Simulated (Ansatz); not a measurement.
**Worked example: HAlP⁺, quintet against HAlP, quartet**

Geometry (PBE0/def2-TZVP stationary point of a quartet), kept for both states (HAlP, quartet: A''; HAlP⁺, quintet: A''):

```yaml
atoms:
  - { symbol: Al, position_ang: [0.0000, -0.1077, 1.2377] }
  - { symbol: P, position_ang: [0.0000, 0.0510, -1.1432] }
  - { symbol: H, position_ang: [0.0000, 1.3154, 1.9991] }
```

Basis 6-31G; Ansatz 0.2.0. Correlated methods freeze the noble-gas cores. Prefix R: restricted or restricted open-shell reference; prefix U: unrestricted.

Full CI is exact within this basis and frozen core; it isn't the basis-set limit. The frozen core follows each run's orbitals, which can shift R against U totals by a few meV.

| level | E(HAlP, quartet) (hartree) | E(HAlP⁺, quintet) (hartree) |
| --- | --- | --- |
| UHF | -583.120238 | -582.829097 |
| UMP2 | -583.167225 | -582.862874 |
| UCCSD(T) | -583.187528 | -582.881396 |
| PBE | -583.923879 | -583.585266 |
| wB97M-V | -584.175951 | -583.838865 |
| full CI | -583.188171 | -582.881898 |

Give the vertical gap, HAlP⁺ quintet less HAlP quartet, at each level in eV (1 hartree = 27.2114 eV), and each error against full CI.

full CI: (-582.881898 − (-583.188171)) × 27.2114 = 8.334 eV (the reference)
wB97M-V: (-583.838865 − (-584.175951)) × 27.2114 = 9.173 eV, error 0.839 eV
PBE: (-583.585266 − (-583.923879)) × 27.2114 = 9.214 eV, error 0.880 eV
UCCSD(T): (-582.881396 − (-583.187528)) × 27.2114 = 8.330 eV, error -0.004 eV
UMP2: (-582.862874 − (-583.167225)) × 27.2114 = 8.282 eV, error -0.052 eV
UHF: (-582.829097 − (-583.120238)) × 27.2114 = 7.922 eV, error -0.412 eV

Total energies of functionals can't be set beside those of wave-function methods, since they hold the core's correlation and their own absolute errors; only the differences compare.

The set has no polarisation functions, so the order and spacing of states can differ from the basis-set limit.

In so small a basis the reference is far from its limit while semilocal and hybrid functionals are nearer theirs, so the functionals' errors here hold much of the reference's basis and frozen-core error, which can add to them or hide them.

Each level lands on the state that its own search finds. T1 diagnostics of restricted CCSD: 0.028 and 0.037.
